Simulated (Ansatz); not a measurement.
# [SiH3]+ (SMILES [SiH3+]): a chain of runs, part 2 of 2

Ansatz 0.2.0. The steps go on from the part before.

## Step 5: Doublet [SiH3]2+: a structure relaxation at USVWN5/def2-TZVP (start density atoms) (run 50)

Contents of molecule.yaml:

```yaml
crystal:
  periodic: [false, false, false]
  atoms:
    - {symbol: Si, position_ang: [-0.000002, -0.000026, -0.000001]}
    - {symbol: H, position_ang: [0.693857, 0.682284, 1.124266]}
    - {symbol: H, position_ang: [-0.119607, -1.482105, -0.010008]}
    - {symbol: H, position_ang: [-0.574248, 0.799746, -1.114258]}
basis:
  gaussian:
    orbitals: def2-TZVP
total_charge: 2
magnetization:
  spin_polarized: true
  initial_magnetization: 1
hamiltonian:
  xc: {name: SVWN5}
relax: {}
```

Command:

```bash
$ ansatz run molecule.yaml --threads 1 --pin off --max-ram 3480MiB --events-out events.jsonl --progress --plain --runs-dir runs
```

The log of the run:

```text
Warning: RAYON_NUM_THREADS=1 ignored (pool sized by the plan → 1); use --threads N
The last accepted step is kept in runs//last_step.txt (removed where the run ends without a failure and the disk answers)
Functional definition: SVWN5
  name "SVWN5"
  exchange = slater_x
  correlation = vwn5_c
384 factors; their error is unknown
mean field evaluation 1: about -7862.7193 eV, gradient 1.1e1 eV
mean field evaluation 2: about -7861.9116 eV, gradient 1.4e1 eV
mean field evaluation 4: about -7863.0555 eV, gradient 7.4e0 eV
mean field evaluation 8: about -7863.3360 eV, gradient 5.3e0 eV
mean field evaluation 16: about -7863.6192 eV, gradient 8.7e-5 eV
mean field evaluation 32: about -7863.6151 eV, gradient 3.1e-1 eV
mean field -7863.61923858 eV, -288.9826768654 hartree, gradient 1.1e-5 eV, S^2 0.752770; 4 other end points of the search recorded, 0 dependent functions left out
the calculation of the forces begins
reference -7863.61926904 eV, -288.9826779848 hartree; 8, 7 occupied and 47, 48 virtual orbitals, 384 factors
relax step   1: F+E_penalty+E_count = -7863.61923858 eV  Δ(F+E_penalty+E_count) = +0.000e0 eV  max|allowed force component| = 2.703e0 eV/Å  Δτ_max = 0.0000 Å  (117 SCF iters, accepted)
these checks for a lower state are left out or cut short: starts, cluster_reference, orbital_swaps, neighbouring_geometries, increment
384 factors; their error is unknown
mean field -7864.36657781 eV, -289.0101410755 hartree, gradient 7.1e-6 eV, S^2 0.752159; 1 other end points of the search recorded, 0 dependent functions left out
the calculation of the forces begins
reference -7864.36660919 eV, -289.0101422286 hartree; 8, 7 occupied and 47, 48 virtual orbitals, 384 factors
relax step   2: F+E_penalty+E_count = -7864.36657781 eV  Δ(F+E_penalty+E_count) = -7.473e-1 eV  max|allowed force component| = 1.681e0 eV/Å  Δτ_max = 0.1954 Å  (36 SCF iters, accepted)
these checks for a lower state are left out or cut short: starts, cluster_reference, orbital_swaps, neighbouring_geometries, increment
384 factors; their error is unknown
mean field -7864.60227598 eV, -289.0188028232 hartree, gradient 2.5e-5 eV, S^2 0.751384; 0 other end points of the search recorded, 0 dependent functions left out
the calculation of the forces begins
reference -7864.60230768 eV, -289.0188039882 hartree; 8, 7 occupied and 47, 48 virtual orbitals, 384 factors
relax step   3: F+E_penalty+E_count = -7864.60227598 eV  Δ(F+E_penalty+E_count) = -2.357e-1 eV  max|allowed force component| = 4.546e-1 eV/Å  Δτ_max = 0.1886 Å  (26 SCF iters, accepted)
these checks for a lower state are left out or cut short: starts, cluster_reference, orbital_swaps, neighbouring_geometries, increment
384 factors; their error is unknown
mean field evaluation 64: about -7864.6667 eV, gradient 5.6e-2 eV
mean field -7864.66675267 eV, -289.0211722980 hartree, gradient 1.4e-5 eV, S^2 0.750943; 0 other end points of the search recorded, 0 dependent functions left out
the calculation of the forces begins
reference -7864.66678465 eV, -289.0211734732 hartree; 8, 7 occupied and 47, 48 virtual orbitals, 384 factors
relax step   4: F+E_penalty+E_count = -7864.66675267 eV  Δ(F+E_penalty+E_count) = -6.448e-2 eV  max|allowed force component| = 2.611e-1 eV/Å  Δτ_max = 0.1161 Å  (26 SCF iters, accepted)
these checks for a lower state are left out or cut short: starts, cluster_reference, orbital_swaps, neighbouring_geometries, increment
384 factors; their error is unknown
mean field -7864.67861763 eV, -289.0216083274 hartree, gradient 8.0e-5 eV, S^2 0.750712; 0 other end points of the search recorded, 0 dependent functions left out
the calculation of the forces begins
reference -7864.67864976 eV, -289.0216095081 hartree; 8, 7 occupied and 47, 48 virtual orbitals, 384 factors
relax step   5: F+E_penalty+E_count = -7864.67861763 eV  Δ(F+E_penalty+E_count) = -1.186e-2 eV  max|allowed force component| = 1.138e-2 eV/Å  Δτ_max = 0.0626 Å  (24 SCF iters, accepted)
these checks for a lower state are left out or cut short: starts, cluster_reference, orbital_swaps, neighbouring_geometries, increment
384 factors; their error is unknown
mean field -7864.67867113 eV, -289.0216102934 hartree, gradient 8.9e-5 eV, S^2 0.750726; 0 other end points of the search recorded, 0 dependent functions left out
the calculation of the forces begins
reference -7864.67870325 eV, -289.0216114736 hartree; 8, 7 occupied and 47, 48 virtual orbitals, 384 factors
relax step   6: F+E_penalty+E_count = -7864.67867113 eV  Δ(F+E_penalty+E_count) = -5.350e-5 eV  max|allowed force component| = 9.819e-4 eV/Å  Δτ_max = 0.0049 Å  (20 SCF iters, accepted)
384 factors; their error is unknown
mean field -7864.67867113 eV, -289.0216102934 hartree, gradient 8.9e-5 eV, S^2 0.750726; 1 other end points of the search recorded, 0 dependent functions left out
the calculation of the forces begins
reference -7864.67870325 eV, -289.0216114736 hartree; 8, 7 occupied and 47, 48 virtual orbitals, 384 factors
Total energy: -7864.67870325 eV, -289.0216114736 hartree
Atom 0 at    -0.163822    -0.161121    -0.265445 Å, force    -0.000400    -0.000394    -0.000648 eV/Å
Atom 1 at     0.773291     0.760396     1.252975 Å, force    -0.000409    -0.000402    -0.000663 eV/Å
Atom 2 at    -0.038422    -1.636315     0.153065 Å, force     0.000288     0.000982     0.000373 eV/Å
Atom 3 at    -0.571047     1.036939    -1.140596 Å, force     0.000521    -0.000186     0.000938 eV/Å
Dipole moment:     0.190475     0.187305     0.308630 e Å
```

Run time: 4.8 s. Hardware: 1 thread of Arm Neoverse V1, shared host; peak memory 0.094 GiB.

Steps, from the record of the run:

| step | energy from the first frame kept (eV) | largest force (eV/Å) |
| --- | --- | --- |
| 1 | 0.0000 | 3.5748 |
| 2 | -0.7473 | 2.2227 |
| 3 | -0.9830 | 0.5129 |
| 4 | -1.0475 | 0.2800 |
| 5 | -1.0594 | 0.0127 |
| 6 | -1.0594 | 0.0011 |

After the run. Bond lengths: Si1–H3 1.539 Å, Si1–H4 1.539 Å. Angles: H3–Si1–H4 157.4°. A long bond or contact: Si1–H2 2.008 Å.

## Step 6: Overview of the runs

| run | level | task | walk f tol | partner | energy (Eh) | wall time |
| --- | --- | --- | --- | --- | --- | --- |
| 1 | HF/STO-3G (start density atoms) | optimise | 0.002 | base | -287.087037 | 0.28 s |
| 2 | HF/STO-3G (start density atoms) | frequencies | – | base | -287.087037 | 0.66 s |
| 3 | UHF/STO-3G (start density atoms) | energy | – | cation | -286.345793 | 0.12 s |
| 4 | UHF/STO-3G (start density atoms) | optimise | – | cation | -286.399326 | 0.74 s |
| 5 | HF/3-21G (start density atoms) | optimise | 0.002 | base | -288.798359 | 0.36 s |
| 6 | HF/3-21G (start density atoms) | frequencies | – | base | -288.798359 | 0.48 s |
| 7 | UHF/3-21G (start density atoms) | energy | – | cation | -288.054693 | 0.16 s |
| 8 | UHF/3-21G (start density atoms) | optimise | – | cation | -288.116349 | 1.7 s |
| 9 | HF/6-31G* (Cartesian functions, start density atoms) | optimise | 0.002 | base | -290.328910 | 0.64 s |
| 10 | HF/6-31G* (Cartesian functions, start density atoms) | frequencies | – | base | -290.328910 | 1.1 s |
| 11 | UHF/6-31G* (Cartesian functions, start density atoms) | energy | – | cation | -289.582524 | 0.24 s |
| 12 | UHF/6-31G* (Cartesian functions, start density atoms) | optimise | – | cation | -289.632039 | 3.9 s |
| 13 | B3LYP/6-31G* (Cartesian functions, start density atoms) | optimise | 0.002 | base | -290.933149 | 1.6 s |
| 14 | B3LYP/6-31G* (Cartesian functions, start density atoms) | frequencies | – | base | -290.933149 | 2.8 s |
| 15 | UB3LYP/6-31G* (Cartesian functions, start density atoms) | energy | – | cation | -290.167486 | 2 s |
| 16 | UB3LYP/6-31G* (Cartesian functions, start density atoms) | optimise | – | cation | -290.207174 | 5.7 s |
| 17 | PBE/def2-SVP (start density atoms) | optimise | 0.002 | base | -290.671752 | 1.6 s |
| 18 | PBE/def2-SVP (start density atoms) | frequencies | – | base | -290.671752 | 2.4 s |
| 19 | UPBE/def2-SVP (start density atoms) | energy | – | cation | -289.921692 | 2.1 s |
| 20 | UPBE/def2-SVP (start density atoms) | optimise | – | cation | -289.963015 | 6.3 s |
| 21 | MP2/6-31G* (Cartesian functions, start density atoms) | optimise | 0.002 | base | -290.391372 | 0.74 s |
| 22 | MP2/6-31G* (Cartesian functions, start density atoms) | frequencies | – | base | -290.391372 | 1.4 s |
| 23 | UMP2/6-31G* (Cartesian functions, start density atoms) | energy | – | cation | -289.633573 | 0.22 s |
| 24 | UMP2/6-31G* (Cartesian functions, start density atoms) | optimise | – | cation | -289.679677 | 3.3 s |
| 25 | HF/cc-pVTZ (start density atoms) | optimise | 0.002 | base | -290.361848 | 1.3 s |
| 26 | HF/cc-pVTZ (start density atoms) | frequencies | – | base | -290.361848 | 2.6 s |
| 27 | UHF/cc-pVTZ (start density atoms) | energy | – | cation | -289.620659 | 1.8 s |
| 28 | UHF/cc-pVTZ (start density atoms) | optimise | – | cation | -289.676082 | 9.9 s |
| 29 | PBE0/aug-cc-pVTZ (start density atoms) | optimise | 0.002 | base | -290.810443 | 6.6 s |
| 30 | PBE0/aug-cc-pVTZ (start density atoms) | frequencies | – | base | -290.810443 | 11 s |
| 31 | r2SCAN/def2-TZVP (start density atoms) | optimise | 0.002 | base | -290.900863 | 4.5 s |
| 32 | r2SCAN/def2-TZVP (start density atoms) | frequencies | – | base | -290.900863 | 6.6 s |
| 33 | U-r2SCAN/def2-TZVP (start density atoms) | energy | – | cation | -290.143307 | 6.6 s |
| 34 | U-r2SCAN/def2-TZVP (start density atoms) | optimise | – | cation | -290.185510 | 17 s |
| 35 | BLYP/cc-pVTZ (start density atoms) | optimise | 0.002 | base | -290.935421 | 3.3 s |
| 36 | BLYP/cc-pVTZ (start density atoms) | frequencies | – | base | -290.935421 | 4.8 s |
| 37 | UBLYP/cc-pVTZ (start density atoms) | energy | – | cation | -290.186108 | 3.6 s |
| 38 | UBLYP/cc-pVTZ (start density atoms) | optimise | – | cation | -290.227422 | 12 s |
| 39 | B3LYP-D4/def2-TZVP (start density atoms) | optimise | 0.002 | base | -290.963847 | 2.4 s |
| 40 | B3LYP-D4/def2-TZVP (start density atoms) | frequencies | – | base | -290.963847 | 3.9 s |
| 41 | UB3LYP-D4/def2-TZVP (start density atoms) | energy | – | cation | -290.199721 | 4.2 s |
| 42 | UB3LYP-D4/def2-TZVP (start density atoms) | optimise | – | cation | -290.242708 | 11 s |
| 43 | CCSD(T)/cc-pVDZ (start density atoms) | optimise | 0.002 | base | -290.456760 | 4.5 s |
| 44 | CCSD(T)/cc-pVDZ (start density atoms) | frequencies | – | base | -290.456760 | 9.3 s |
| 45 | UCCSD(T)/cc-pVDZ (start density atoms) | energy | – | cation | -289.695877 | 1.1 s |
| 46 | UCCSD(T)/cc-pVDZ (start density atoms) | optimise | – | cation | -289.736139 | 16 s |
| 47 | SVWN5/def2-TZVP (start density atoms) | optimise | 0.002 | base | -289.733741 | 2 s |
| 48 | SVWN5/def2-TZVP (start density atoms) | frequencies | – | base | -289.733741 | 2.7 s |
| 49 | USVWN5/def2-TZVP (start density atoms) | energy | – | cation | -288.982678 | 1.3 s |
| 50 | USVWN5/def2-TZVP (start density atoms) | optimise | – | cation | -289.021611 | 4.8 s |

## Step 7: Summary of results

The summary covers parts 1 to 2.

```
                                                                                   quantity          value
                                          doublet [SiH3]2+, run 50: total energy at the end  -289.02161 Eh
                                                             doublet [SiH3]2+, run 50: ⟨S²⟩          0.751
                           vertical ionisation energy (to the doublet dication), MP2/6-31G*      20.621 eV
                           vertical ionisation energy (to the doublet dication), HF/cc-pVTZ      20.169 eV
                     vertical ionisation energy (to the doublet dication), r2SCAN/def2-TZVP      20.614 eV
                      vertical ionisation energy (to the doublet dication), CCSD(T)/cc-pVDZ      20.705 eV
       adiabatic ionisation energy (to the doublet dication, no zero-point term), HF/6-31G*      18.963 eV
    adiabatic ionisation energy (to the doublet dication, no zero-point term), B3LYP/6-31G*      19.755 eV
adiabatic ionisation energy (to the doublet dication, no zero-point term), r2SCAN/def2-TZVP      19.466 eV
    adiabatic ionisation energy (to the doublet dication, no zero-point term), BLYP/cc-pVTZ      19.266 eV
```

**Reading.** At MP2/6-31G*: the vertical ionisation energy comes to 20.62 eV (1990 kJ/mol). At HF/cc-pVTZ: removing an electron at fixed nuclei costs 20.17 eV (465 kcal/mol). At r2SCAN/def2-TZVP: removing an electron at fixed nuclei costs 20.61 eV (475 kcal/mol). At CCSD(T)/cc-pVDZ: the vertical ionisation energy comes to 20.70 eV (1998 kJ/mol). At HF/6-31G*: the adiabatic ionisation energy (to the doublet dication, no zero-point term) is 18.96 eV (437 kcal/mol). The second species lost a bond as it relaxed, so this leads to another structure. Totals of different functionals can't be ranked against each other. In runs 1, 2, 3, 4 the basis is minimal, so the values are rough. All runs together took 3.3 min, the longest 17 s.
